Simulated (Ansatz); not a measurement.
**FH₂OSi− (SMILES [O-][SiH2]F): functionals against CCSD(T) at one geometry**

The task here is to estimate one member of a computed series from the others.

Method: single points in def2-TZVPPD; program: Ansatz 0.2.0, Gaussian basis.

Correlated methods freeze the cores.

### Where the work starts

SMILES `[O-][SiH2]F`, 5 atoms, charge -1, spin multiplicity 1.

Atoms are counted from 1 here; the program's logs count them from 0.

Bond lengths: O1–Si2 1.427 Å, Si2–F3 1.710 Å, Si2–H4 1.425 Å, Si2–H5 1.436 Å. Angles: O1–Si2–F3 125.2°, O1–Si2–H4 115.1°, O1–Si2–H5 127.0°, F3–Si2–H4 97.0°, F3–Si2–H5 88.4°, H4–Si2–H5 96.8°.

Geometry (Å):

```
O    -1.3059    0.5965    0.8174
Si   -0.1671    0.1298    0.0943
F     1.3265   -0.3224    0.7941
H    -0.3742   -1.0638   -0.6566
H     0.5661    0.8409   -0.9150
```

Set-up of the first run:

The input, run/in.yaml:

```yaml
crystal:
  periodic: [false, false, false]
  atoms:
    - {symbol: O, position_ang: [-1.305900, 0.596500, 0.817400]}
    - {symbol: Si, position_ang: [-0.167100, 0.129800, 0.094300]}
    - {symbol: F, position_ang: [1.326500, -0.322400, 0.794100]}
    - {symbol: H, position_ang: [-0.374200, -1.063800, -0.656600]}
    - {symbol: H, position_ang: [0.566100, 0.840900, -0.915000]}
basis:
  gaussian: {orbitals: "def2-TZVPPD.json"}
total_charge: -1
correlation: {method: ccsd_t}
output: {forces: true}
```

The basis file named in the input lies beside it (Basis Set Exchange, JSON).

On the command line:

```sh
> ansatz run in.yaml --threads 4 --pin off --events-out ev --progress --plain --max-ram 5222MiB
```

Among the steps run: CCSD(T)/def2-TZVPPD; PBE0-D4/def2-TZVPPD; wB97M-V/def2-TZVPPD; r2SCAN-D4/def2-TZVPPD; PBE-D4/def2-TZVPPD; r2SCAN0-D4/def2-TZVPPD; LC-wPBE/def2-TZVPPD.

One of the session's tables, all rows but one given; the rest of the session is left out.

| method | RMS force component (eV/Å) | angle to CCSD(T) forces (°) |
| --- | --- | --- |
| CCSD(T) | 3.393 | reference |
| PBE0-D4 | 3.189 | 1.6 |
| wB97M-V | 3.227 | 0.5 |
| r2SCAN-D4 | 3.248 | 1.2 |
| PBE-D4 | ? | ? |
| r2SCAN0-D4 | 3.107 | 2.6 |
| LC-wPBE | 3.155 | 1.2 |

Estimate the missing values for PBE-D4.

As computed: RMS force component (eV/Å): 3.400; angle to CCSD(T) forces (°): 3.5. In the column «RMS force component (eV/Å)» it is the highest.
